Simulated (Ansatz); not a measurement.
# H2Ge–As, sextet: reading a ladder of total energies

Geometry: that of the H2Ge–As, quartet, kept fixed. The quartet lies 5.0 eV lower here.

```xyz
4

Ge    0.0424    0.0000    1.2324
As   -0.0215    0.0000   -1.2425
H    -0.7284    1.2396    1.7713
H    -0.7284   -1.2396    1.7713
```

Basis cc-pVDZ; Ansatz 0.2.0. Only valence electrons are correlated (noble-gas cores and the filled d shells of p-block atoms frozen), which leaves 11 electrons in 36 orbitals. Prefix R: restricted or restricted open-shell reference. No spin–orbit coupling is included, and no scalar relativity.

Full CI isn't at hand for all of this; RCCSDTQ serves as the reference, and is uncertain by about the last step of the cluster series.

Runs differ by some tens of microhartree through their thresholds and, for an open shell, their frozen cores, so steps under 0.03 kcal/mol mean nothing.

```json
{"level": "RHF", "total energy (hartree)": "-4310.459550"}
{"level": "RMP2", "total energy (hartree)": "-4310.598770"}
{"level": "RCCSD", "total energy (hartree)": "-4310.632869"}
{"level": "RCCSD(T)", "total energy (hartree)": "-4310.636768"}
{"level": "RCCSDT", "total energy (hartree)": "-4310.637702"}
{"level": "RCCSDT(Q)", "total energy (hartree)": "-4310.637903"}
{"level": "RCCSDTQ", "total energy (hartree)": "-4310.637937"}
```

What is the correlation energy at RCCSDTQ, and what share of it do RMP2 and RCCSDT recover?

E(corr) = -4310.637937 − (-4310.459550) = -0.178387 hartree = -4.854 eV. RMP2: -0.139220 / -0.178387 = 78.04 %. RCCSDT: -0.178152 / -0.178387 = 99.87 %.

By how many kcal/mol does RCCSD(T) miss RCCSDTQ (1 hartree = 627.509 kcal/mol), and which steps make up the rest?

-4310.636768 − (-4310.637937) = 0.001169 hartree = 0.73 kcal/mol. Steps: RCCSDT − RCCSD(T) = -0.59, RCCSDT(Q) − RCCSDT = -0.13, RCCSDTQ − RCCSDT(Q) = -0.02 kcal/mol. That is within 1 kcal/mol of the reference in this basis, which itself misses far more of the correlation at the basis-set limit.
